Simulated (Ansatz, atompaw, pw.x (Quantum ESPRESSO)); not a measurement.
## pw.x on fcc W: one setting changed

Potential: PAW, atompaw 4.2.0.5, PBEsol; core [Xe] 4f14, reference 5d4 6s1.5 6p0.5; waves: 6s (bound): rc 2.45 bohr; 6s channel at 1.9 Ry: rc 2.45 bohr; 6p (bound): rc 3.00 bohr; 6p channel at 1.4 Ry: rc 3.00 bohr; 5d (bound): rc 3.00 bohr; 5d channel at 0.1 Ry: rc 3.00 bohr; local part: ultrasoft scheme with l = 3 at 0.5 Ry, radius 2.80 bohr; core correction: smooth core density matched at 1.98 bohr; augmentation: besselshape compensation charge, radius 2.60 bohr; PAW radius 3.00 bohr; waves and projectors: custom rrkj gramschmidtortho.

The reference run (k-mesh 14³, cutoffs 40/400 Ry, Fermi–Dirac 0.01 Ry, mixing_beta 0.4, conv_thr 1e-9, no spin) gives -0.86 GPa at 15.995 Å³/atom, where all-electron LAPW gives 0.14 GPa. This run, with its own iteration cap, changes smearing to gauss.

```
&control
  calculation='scf', prefix='x', pseudo_dir='./', outdir='./tmp', tstress=.true., disk_io='none'
/
&system
  ibrav=0, nat=1, ntyp=1, ecutwfc=40, ecutrho=400, nbnd=10,
  occupations='smearing', smearing='gauss', degauss=0.01
/
&electrons
  conv_thr=1e-09, mixing_beta=0.4, electron_maxstep=50
/
ATOMIC_SPECIES
W 1.0 W.UPF
CELL_PARAMETERS angstrom
  0.00000000 1.99979164 1.99979164
  1.99979164 0.00000000 1.99979164
  1.99979164 1.99979164 0.00000000
ATOMIC_POSITIONS crystal
W 0.0000 0.0000 0.0000
K_POINTS automatic
14 14 14 0 0 0
```

```bash
pw.x < W.scf.in > W.scf.out
```

Problem. How does the run end?

Solution. It converges in 8 iterations; the free energy moves by +30.2 meV/atom and the pressure by -0.35 GPa. Gaussian smearing of the same width is narrower in effect than Fermi–Dirac, so its quadratic term in F is smaller.

```
Message from routine setup:
     using ibrav=0 with symmetry is DISCOURAGED, use correct ibrav instead
     lattice parameter (alat)  =       5.3444  a.u.
     unit-cell volume          =     107.9396 (a.u.)^3
     number of electrons       =         6.00
     number of Kohn-Sham states=           10
     kinetic-energy cutoff     =      40.0000  Ry
     charge density cutoff     =     400.0000  Ry
     scf convergence threshold =      1.0E-09
     Exchange-correlation= SLA PW PSX PSC
     number of k points=   104  Gaussian smearing, width (Ry)=  0.0100
     iteration #  1     ecut=    40.00 Ry     beta= 0.40
     total energy              =    -645.71821631 Ry
     estimated scf accuracy    <       0.03051495 Ry
     iteration #  2     ecut=    40.00 Ry     beta= 0.40
     total energy              =    -645.72245921 Ry
     estimated scf accuracy    <       0.00654861 Ry
     iteration #  3     ecut=    40.00 Ry     beta= 0.40
     total energy              =    -645.72484777 Ry
     estimated scf accuracy    <       0.00066975 Ry
     [... 2 iterations left out ...]
     iteration #  6     ecut=    40.00 Ry     beta= 0.40
     total energy              =    -645.72490724 Ry
     estimated scf accuracy    <       0.00000006 Ry
     iteration #  7     ecut=    40.00 Ry     beta= 0.40
     total energy              =    -645.72490729 Ry
     estimated scf accuracy    <          2.9E-09 Ry
     iteration #  8     ecut=    40.00 Ry     beta= 0.40
     the Fermi energy is    14.3157 ev
!    total energy              =    -645.72490729 Ry
     estimated scf accuracy    <          4.2E-11 Ry
     smearing contrib. (-TS)   =      -0.00081447 Ry
     The total energy is F=E-TS. E is the sum of the following terms:
     one-electron contribution =      12.78752018 Ry
     hartree contribution      =       0.34340884 Ry
     xc contribution           =     -10.01640771 Ry
     ewald contribution        =     -21.83811582 Ry
     one-center paw contrib.   =    -627.00049830 Ry
     convergence has been achieved in   8 iterations
          total   stress  (Ry/bohr**3)                   (kbar)     P=      -12.07
     Message from routine punch:
     Nothing written, as per user request (disk_io='none')
```

The run took about 6.4 s on one core of a shared host (AMD EPYC 9R45 96-Core Processor, 96 threads, 376 GiB, load 65).
